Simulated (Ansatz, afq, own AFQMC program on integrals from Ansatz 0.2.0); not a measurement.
AFQMC on a folder of integrals that Ansatz 0.2.0 wrote.

```yaml
crystal:
  periodic: [false, false, false]
  atoms:
    - {symbol: Al, position_ang: [0.000000, -0.018378, 0.579289]}
    - {symbol: N, position_ang: [0.000000, 0.033274, -0.827148]}
    - {symbol: H, position_ang: [0.000000, 0.083954, 1.934691]}
    - {symbol: H, position_ang: [0.000000, -0.098850, -1.686832]}
basis:
  gaussian: {orbitals: cc-pVDZ}
magnetization: {spin_polarized: false}
correlation: {method: ccsd_t, electrons: outside_noble_gas, hamiltonian_folder: ham}
```

```sh
$ ansatz run in.yaml --threads 1 --pin off --events-out ev --progress --plain --max-ram 1382MiB
```

Options of the walk:

```
--method phaseless --trial cisd --walkers 70 --populations 1 --least-time 40 --time-step 0.005 --steps-per-block 50 --equilibration-blocks 28 --max-blocks 300 --target-error 0.00038 --factor-cut 1e-05 --seed 6451 --release-times 0.24,0.51,0.99,1.62,2.4 --release-step 0.03 --release-every 4 --taylor-order 6
```

Times are imaginary, in 1/Eh. The walk had a cap of 536 s.

```
orbitals 36  electrons 5 5  factors 274 of 402
reference energy -297.37270143 Eh
CCSD correlation -0.24342504 Eh in 12 cycles, weight of the determinant in the CISD state 0.8959
energy of the start -297.616126 Eh
 block  time / (1/Eh)  mean weight  energy / Eh
     1     0.250  0.9978  -297.613544
     2     0.500  0.9984  -297.620183
     3     0.750  1.0008  -297.614823
     4     1.000  0.9997  -297.616291
     5     1.250  0.9980  -297.622240
     9     2.250  0.9985  -297.630935
    33     8.250  1.0015  -297.630653
    65    16.250  1.0028  -297.624522
    97    24.250  1.0012  -297.618456
   129    32.250  0.9997  -297.623332
   153    38.250  1.0024  -297.669385
   161    40.250  0.9976  -297.628469
   193    48.250  1.0006  -297.630487
   225    56.250  1.0050  -297.606226
   257    64.250  0.9998  -297.631581
   289    72.250  1.0000  -297.624312
   321    80.250  0.9964  -297.609816
blocks merged  error / Eh  count
     1  0.000526  300
     2  0.000658  150
     4  0.000811  75
     8  0.000971  37
    16  0.001034  18
    32  0.001060  9
released: time / (1/Eh)  energy / Eh  error  mean overlap
  0.24  -297.626641  0.000630  0.9895
  0.51  -297.626419  0.000744  0.9887
  0.99  -297.626363  0.000620  0.9698
  1.62  -297.625508  0.000684  0.9829
  2.40  -297.625171  0.000635  0.9670
energy -297.627364 +/- 0.001034 Eh
(rows thinned)
```

Task: Estimate how long the walk took on 1 thread of Arm Neoverse V2, on a shared host.

Result: 2.9 min of wall time.

The run passed its tests (sampling time, drift between the halves within three errors, error under three times the target), which doesn't prove that it has relaxed. The second half of the sampling lies above the first by 2.2 errors of their difference, so the energy may still be moving and its error bar be too small.

Against this walk (error 28.1 meV) on the same determinant: CCSD(T) 102.5 meV higher, CCSDT(Q) 59.0 meV higher. The error is statistical and leaves out the bias of the constraint. Released to 2.40 1/Eh the energy moves by 60 ± 33 meV (both errors), within twice the noise.

Cautions: constraint bias not in the error; error above the target (28.1 against 10.3 meV); higher spins were not checked; raised T1 diagnostic (T1 0.022, weight of the determinant 0.90, largest double 0.05); the bias of populations of 70 walkers isn't removed.

CCSDT and higher add their correlation energy to the determinant of the CCSD(T) run, since their own runs factorise the integrals more tightly (a shift of under 2 meV). A walk keeps the symmetry of its determinant, which the program's search chose and which needn't be the lowest solution, so a lower state of the same spin and another symmetry isn't excluded.
